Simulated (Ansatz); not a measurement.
What does this script print? It uses Ansatz's Python interface.

Input file `alh3os.xyz`:
```text
6

O    -1.18250   -0.98990   -0.82370
Al    0.10240    0.22380   -0.38350
S     0.61280    0.54330    1.78260
H    -1.97880   -0.38210   -0.84160
H     0.89010    1.01850   -1.54070
H     1.59810   -0.47760    1.76070
```

`adiabatic_alh3os.py`:
```python
"""Vertical and adiabatic ionisation of AlH3OS."""

import ansatz
import numpy as np


def main() -> None:
    system = ansatz.Crystal.molecule_from_extxyz("alh3os.xyz")

    setup = (
        system.calculation()
        .basis(gaussian="6-31G*")
        .functional("pbe", dispersion="d4")
        .accuracy("medium")
    )
    symbols = [site.symbol for site in system.cartesian_sites]
    start = np.array([site.position_ang for site in system.cartesian_sites], dtype=float)
    report = setup.relax(force_tolerance=0.01).run(threads=1).report
    end = np.array(report["positions_ang"])

    minimum = ansatz.Crystal.molecule()
    for symbol, place in zip(symbols, end):
        minimum = minimum.atom(symbol, place.tolist())
    ion = (
        minimum.calculation()
        .basis(gaussian="6-31G*")
        .functional("pbe", dispersion="d4")
        .accuracy("medium")
        .charge(1)
        .spin("collinear", total=1)
    )
    vertical = ion.run(threads=1).report
    settled = ion.relax(force_tolerance=0.01, max_steps=80).run(threads=1).report
    print(f"vertical ionisation energy   {vertical['free_energy_ev'] - report['free_energy_ev']:.3f} eV")
    print(f"adiabatic, no zero point     {settled['free_energy_ev'] - report['free_energy_ev']:.3f} eV")
    print(f"relaxation energy of the ion {vertical['free_energy_ev'] - settled['free_energy_ev']:.3f} eV")
    ionised = np.array(settled["positions_ang"])
    print("final positions (A) and the move of each atom")
    for symbol, xyz, old in zip(symbols, ionised, end):
        print(f"{symbol:2s} {xyz[0]:10.5f} {xyz[1]:10.5f} {xyz[2]:10.5f}   {np.linalg.norm(xyz - old):7.4f}")


if __name__ == "__main__":
    main()
```

```console
$ python adiabatic_alh3os.py
vertical ionisation energy   9.851 eV
adiabatic, no zero point     9.468 eV
relaxation energy of the ion 0.382 eV
final positions (A) and the move of each atom
O    -1.04745   -1.06076   -0.65752    0.5932
Al   -0.01761    0.29303   -0.45530    0.3143
S     0.68703   -0.32029    1.70596    0.9474
H    -1.60551   -1.28973   -1.42912    1.1815
H     0.49197    1.59125   -1.18192    0.7257
H     1.53367    0.72250    1.97170    1.6716
```

Reading the output:
- The settings weren't tested for convergence.
- The energies are electronic: no zero-point or thermal terms, and the basis set is short of its limit. The product may relax into another structure. The relaxation finds the nearest minimum, so the adiabatic value is an upper bound.
- Wall time of the script: 3.4 min on 1 thread of Intel(R) Xeon(R) Platinum 8488C (Sapphire Rapids), with other jobs on the host, peak memory 0.24 GiB.

(Lines on the test bed's own set-up are left out of the output.)
